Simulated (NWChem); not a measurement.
# One shape, several levels: N2O (nitrous oxide)

Aim: a comparison of 6 runs (HF/STO-3G, HF/3-21G, HF/def2-SVP, r2SCAN/pcseg-1, B3LYP/6-31G*, MP2/cc-pVTZ) of N2O (nitrous oxide). 

The calculation is run with NWChem 7.3.0.

**1. The molecule**

N2O: 3 atoms, total charge 0, spin state singlet. As SMILES, `N#[N+][O-]`. The coordinates come from a PBE0-D4/def2-TZVP relaxation.

Bond lengths: N1–N2 1.118 Å, N2–O3 1.174 Å. Angles: N1–N2–O3 180.0°.

**2. Energy and gradient at HF/STO-3G (run 1)**

Input file n2o.nw:

```
start n2o
title "N2O"
memory 2200 mb
geometry units angstroms noautosym nocenter noautoz
   N    -0.511700    1.001300   -0.167900
   N    -0.008400    0.016500   -0.002800
   O     0.520100   -1.017800    0.170700
end
basis spherical bse
   * library STO-3G
end
scf
   thresh 1e-08
   maxiter 80
   print medium
end
task scf gradient
```

Started as:

```bash
$ nwchem n2o.nw > n2o.out
```

The log of the run:

```text
[...]
  functions       =    15
[...]
  wavefunction    = RHF
[...]
         Total SCF energy =   -181.186798424846
      One-electron energy =   -369.124917549773
      Two-electron energy =    126.590252951374
 Nuclear repulsion energy =     61.347866173554
        Time for solution =      0.2s
[...]
                         RHF ENERGY GRADIENTS
    atom               coordinates                        gradient
                 x          y          z           x          y          z
   1 N      -0.966973   1.892183  -0.317285    0.062451  -0.122209   0.020495
   2 N      -0.015874   0.031180  -0.005291    0.010885  -0.021300   0.003572
   3 O       0.982846  -1.923363   0.322576   -0.073336   0.143510  -0.024067
[...]
```

It took 0.77 s on 1 thread of Intel Xeon Platinum 8488C (Sapphire Rapids), shared host; peak memory 0.099 GiB.

**3. Energy and forces at HF/3-21G (run 2)**

Input file work.xyz:

```xyz
3
N2O hf
N     -0.511700     1.001300    -0.167900
N     -0.008400     0.016500    -0.002800
O      0.520100    -1.017800     0.170700
```

Input file run.py:

```python
from ase.io import read
from ase.calculators.nwchem import NWChem

atoms = read('work.xyz')

calc = NWChem(
    label='work',
    theory='scf',
    memory='2200 mb',
    basis='3-21G',
    basispar='spherical bse',
    scf={'nopen': '0', 'rhf': None, 'thresh': '1e-08', 'maxiter': '80'},
)
atoms.calc = calc

forces = atoms.get_forces()
e = atoms.get_potential_energy()
print(f"E = {e:.6f} eV")
print("forces (eV/A):")
for s, f in zip(atoms.symbols, forces):
    print(f"{s:2s} {f[0]:10.5f} {f[1]:10.5f} {f[2]:10.5f}")
print("dipole (e A):", atoms.get_dipole_moment().round(4))
```

Started as:

```bash
$ export ASE_NWCHEM_COMMAND="nwchem PREFIX.nwi > PREFIX.nwo"
$ python run.py
```

The log of the run:

```text
E = -4968.804534 eV
forces (eV/A):
N     1.00684   -1.96941    0.32982
N    -2.51680    4.92387   -0.82512
O     1.50996   -2.95445    0.49530
dipole (e A): [-0.0709  0.1388 -0.0233]
```

The calculator wrote work.nwi:

```
title "work"

permanent_dir work

scratch_dir work

start work

geometry units angstrom nocenter noautosym noautoz
  N  -5.1170000000000004e-01 1.0013000000000001e+00 -1.6789999999999999e-01
  N  -8.3999999999999995e-03 1.6500000000000001e-02 -2.8000000000000000e-03
  O  5.2010000000000001e-01 -1.0178000000000000e+00 1.7069999999999999e-01
end

memory 2200 mb

basis spherical bse noprint
   * library 3-21G
end

scf
  nopen 0
  rhf
  thresh 1e-08
  maxiter 80
end

task scf gradient
```

work.nwo:

```text
Northwest Computational Chemistry Package (NWChem) 7.3.0
             --------------------------------------------------------

           Job information
           ---------------

    nwchem branch   = 7.3.0
    use scalapack   = T
    input           = work.nwi
    prefix          = work.
    data base       = work/work.db
    status          = startup
    nproc           =        1

           Memory information
           ------------------

    heap     =     72089598 doubles =      550.0 Mbytes
    stack    =     72089595 doubles =      550.0 Mbytes
    global   =    144179200 doubles =     1100.0 Mbytes (distinct from heap & stack)
    total    =    288358393 doubles =     2200.0 Mbytes
    verify   = yes
    hardfail = no

[... 114 lines left out ...]
 Convergence threshold     :          1.000E-08
[... 13 lines left out ...]
       Final RHF  results
[... 3 lines left out ...]
      One-electron energy =   -369.806807253541
[... 1 line left out ...]
 Nuclear repulsion energy =     61.347866173554
[... 29 lines left out ...]
                       ROHF Final Molecular Orbital Analysis
[... 188 lines left out ...]
                                       work

  wavefunction    =   RHF

                         RHF ENERGY GRADIENTS

    atom               coordinates                        gradient
                 x          y          z           x          y          z
   1 N      -0.966973   1.892183  -0.317285   -0.019580   0.038299  -0.006414
   2 N      -0.015874   0.031180  -0.005291    0.048944  -0.095754   0.016046
   3 O       0.982846  -1.923363   0.322576   -0.029364   0.057455  -0.009632

                 ----------------------------------------
                 |  Time  |  1-e(secs)   |  2-e(secs)   |
                 ----------------------------------------
                 |  CPU   |       0.00   |       0.04   |
                 ----------------------------------------
                 |  WALL  |       0.00   |       0.04   |
                 ----------------------------------------

 Task  times  cpu:        0.2s     wall:        0.2s
 Total times  cpu:        0.3s     wall:        0.3s
```

It took 1.3 s on 1 thread of Intel Xeon Platinum 8488C (Sapphire Rapids), shared host; peak memory 0.1 GiB.

**4. Energy and gradient at HF/def2-SVP (run 3)**

Input file n2o.nw:

```
start n2o
title "N2O hf"
memory stack 880 mb heap 220 mb global 1100 mb
geometry units angstroms noautosym nocenter noautoz
   N    -0.511700    1.001300   -0.167900
   N    -0.008400    0.016500   -0.002800
   O     0.520100   -1.017800    0.170700
end
basis "ao basis" spherical bse
   N library def2-SVP
   O library def2-SVP
end
scf
   thresh 1e-08
   maxiter 80
end
task scf gradient
```

Started as:

```bash
$ nwchem n2o.nw > n2o.out
```

The log of the run:

```text
[...]
  functions       =    42
[...]
  wavefunction    = RHF
[...]
         Total SCF energy =   -183.530014898815
      One-electron energy =   -371.200412805939
      Two-electron energy =    126.322531733570
 Nuclear repulsion energy =     61.347866173554
        Time for solution =      0.8s
[...]
                         RHF ENERGY GRADIENTS
    atom               coordinates                        gradient
                 x          y          z           x          y          z
   1 N      -0.966973   1.892183  -0.317285   -0.041200   0.080601  -0.013505
   2 N      -0.015874   0.031180  -0.005291    0.030745  -0.060128   0.010064
   3 O       0.982846  -1.923363   0.322576    0.010454  -0.020473   0.003441
[...]
```

Wall time 1.6 s (1 thread of Intel Xeon Platinum 8488C (Sapphire Rapids), shared host); peak memory 0.1 GiB.

Runs 4 to 5 aren't shown in full; the table further down has their settings and results.

**5. Energy and gradient at MP2/cc-pVTZ (run 6)**

Input file run.py:

```python
from ase import Atoms
from ase.calculators.nwchem import NWChem

system = Atoms(['N', 'N', 'O'], positions=[
    [-0.511700, 1.001300, -0.167900],
    [-0.008400, 0.016500, -0.002800],
    [0.520100, -1.017800, 0.170700],
])

calc = NWChem(
    label='n2o',
    theory='mp2',
    memory='2200 mb',
    basis='cc-pVTZ',
    basispar='spherical bse',
    scf={'nopen': '0', 'rhf': None, 'thresh': '1e-08', 'maxiter': '80'},
    mp2={'freeze': 'core 3', 'tight': None},
)
system.calc = calc

forces = system.get_forces()
print(f"energy = {system.get_potential_energy():.6f} eV")
print("forces (eV/A):")
for s, f in zip(system.symbols, forces):
    print(f"{s:2s} {f[0]:10.5f} {f[1]:10.5f} {f[2]:10.5f}")
```

Started as:

```bash
$ export ASE_NWCHEM_COMMAND="nwchem PREFIX.nwi > PREFIX.nwo"
$ python run.py
```

The log of the run:

```text
energy = -5017.538690 eV
forces (eV/A):
N    -1.73076    3.38722   -0.56821
N     1.45782   -2.85372    0.47905
O     0.27295   -0.53350    0.08917
```

The calculator wrote n2o.nwi:

```
title "n2o"

permanent_dir n2o

scratch_dir n2o

start n2o

geometry units angstrom nocenter noautosym noautoz
  N  -5.1170000000000004e-01 1.0013000000000001e+00 -1.6789999999999999e-01
  N  -8.3999999999999995e-03 1.6500000000000001e-02 -2.8000000000000000e-03
  O  5.2010000000000001e-01 -1.0178000000000000e+00 1.7069999999999999e-01
end

memory 2200 mb

basis spherical bse noprint
   * library cc-pVTZ
end

scf
  nopen 0
  rhf
  thresh 1e-08
  maxiter 80
end
mp2
  freeze core 3
  tight
end

task mp2 gradient
```

n2o.nwo:

```text
Northwest Computational Chemistry Package (NWChem) 7.3.0
             --------------------------------------------------------

           Job information
           ---------------

    nwchem branch   = 7.3.0
    use scalapack   = T
    input           = n2o.nwi
    prefix          = n2o.
    data base       = n2o/n2o.db
    status          = startup
    nproc           =        1

           Memory information
           ------------------

    heap     =     72089598 doubles =      550.0 Mbytes
    stack    =     72089595 doubles =      550.0 Mbytes
    global   =    144179200 doubles =     1100.0 Mbytes (distinct from heap & stack)
    total    =    288358393 doubles =     2200.0 Mbytes
    verify   = yes
    hardfail = no

[... 34 lines left out ...]
            Nuclear Dipole moment (a.u.)
[... 69 lines left out ...]
 1-e energy   =    -372.114640
[... 7 lines left out ...]
         Quadratically convergent ROHF
[... 3 lines left out ...]
 Final Fock-matrix accuracy:          1.000E-10
[... 13 lines left out ...]
         Total SCF energy =   -183.751949865862
[... 1 line left out ...]
      Two-electron energy =    126.547821380164
[... 4 lines left out ...]
             Final eigenvalues
[... 286 lines left out ...]
 CPHF converged to   1.4D-07 in   11 iters
[... 11 lines left out ...]
 MP2 RHF      natural orbital occupation numbers
[... 93 lines left out ...]
  MP2 natural orbitals output to n2o/n2o.mp2nos

                         mp2 ENERGY GRADIENTS

    atom               coordinates                        gradient
                 x          y          z           x          y          z
   1 N      -0.966973   1.892183  -0.317285    0.033658  -0.065871   0.011050
   2 N      -0.015874   0.031180  -0.005291   -0.028350   0.055496  -0.009316
   3 O       0.982846  -1.923363   0.322576   -0.005308   0.010375  -0.001734

                 ----------------------------------------
                 |  Time  |  1-e(secs)   |  2-e(secs)   |
                 ----------------------------------------
                 |  CPU   |       0.01   |       4.14   |
                 ----------------------------------------
                 |  WALL  |       0.01   |       4.14   |
                 ----------------------------------------
 -----------------------
 Task  times  cpu:       37.6s     wall:       37.6s
 Total times  cpu:       37.6s     wall:       37.6s
```

It took 39 s on 1 thread of Intel Xeon Platinum 8488C (Sapphire Rapids), shared host; peak memory 0.24 GiB.

**6. All runs side by side**

| run | level | iteration cap | module | energy (Eh) | dipole moment (D) | HOMO energy (eV) | LUMO energy (eV) | wall time |
| --- | --- | --- | --- | --- | --- | --- | --- | --- |
| 1 | HF/STO-3G | 80 | scf | -181.186798 | 0.10 | -10.03 | 7.08 | 0.77 s |
| 2 | HF/3-21G | 80 | scf | -182.600200 | 0.76 | -12.82 | 4.25 | 1.3 s |
| 3 | HF/def2-SVP | 80 | scf | -183.530015 | 0.63 | -13.38 | 4.33 | 1.6 s |
| 4 | r2SCAN/pcseg-1 | 100 | dft | -184.538460 | 0.03 | -8.79 | -1.18 | 6.6 s |
| 5 | B3LYP/6-31G* (Cartesian functions) | 100 | dft | -184.659077 | 0.04 | -9.32 | -0.22 | 5.1 s |
| 6 | MP2/cc-pVTZ | 80 | mp2 | -184.391147 | 0.12 | -13.33 | 4.40 | 39 s |

**7. Outcome**

```
                                                      quantity          value
                                           run 6: total energy  -184.39115 Eh
run 6: dipole moment (of the density that the program reports)         0.12 D
                    run 6: HOMO energy (Hartree–Fock orbitals)      -13.33 eV
                    run 6: LUMO energy (Hartree–Fock orbitals)        4.40 eV
                  run 6: HOMO–LUMO gap (Hartree–Fock orbitals)       17.73 eV
            run 6: correlation energy (3 core orbitals frozen)     -639.2 mEh
                               run 6: largest force on an atom     3.846 eV/Å
```

What this shows: The dipole moment (its size) runs from 0.03 D (r2SCAN/pcseg-1) to 0.76 D (HF/3-21G). The two ends differ in method and basis. The two dipoles point in opposite directions. Over runs 1, 2, 3, 4, 5 the HOMO–LUMO gap runs from 7.61 eV (r2SCAN/pcseg-1) to 17.71 eV (HF/def2-SVP). Totals of different functionals can't be ranked against each other. In run 1 the basis is minimal, so the values are rough. All runs together took 54 s, the longest 39 s.
